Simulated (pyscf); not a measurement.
Cl–GeH₂–Cl -> germylene (GeH₂) [singlet] + chlorine (Cl–Cl), a 1,1-elimination (singlet surface; Cl–Ge, Cl–Ge broken, Cl–Cl formed). Optimised with ωB97X-D3(BJ)/def2-SVP in PySCF. Energies in eV from the reactant's lowest minimum found.

Small-basis levels: PySCF, no dispersion term, spherical d functions. 

Task: Quick B3LYP/LANL2DZ single points give ΔE‡ = 4.16 eV and ΔE = +4.93 eV. What does ωB97M-D3(BJ)/def2-TZVP give, and how far is the quick result from it?

Result: ωB97M-D3(BJ)/def2-TZVP gives ΔE‡ = 5.04 eV and ΔE = +4.87 eV. B3LYP/LANL2DZ lies 0.88 eV under it in the barrier and 0.06 eV over it in the reaction energy, so on this step it does not hold to within 0.13 eV. At B3LYP/LANL2DZ this geometry lies under one side, so its ΔE‡ may be no barrier of that level. ωB97M-D3(BJ)/def2-TZVP has limits of its own. On the product side the descent ends in an adduct with a Cl–Ge contact, 0.38 eV under the separated species and 0.43 eV under the saddle at ωB97X-D3(BJ)/def2-TZVP. What is counted as broken (Cl–Ge) persists as a longer contact in the product adduct; parting that adduct is a step of its own. At ωB97X-D3(BJ)/def2-TZVP the barrier from the zero used here is 5.32 eV. The same reactants have a lower exit, to HCl + Cl–GeH: [singlet] (barrier +2.45 eV at ωB97M-D3(BJ)/def2-TZVP, against +5.04 eV here). This is the saddle that the search found; another between the same sides may lie lower. One closed-shell reference is unstable to symmetry breaking; treat the single-reference values with care. In the def2 sets elements up to Kr have no core potential.
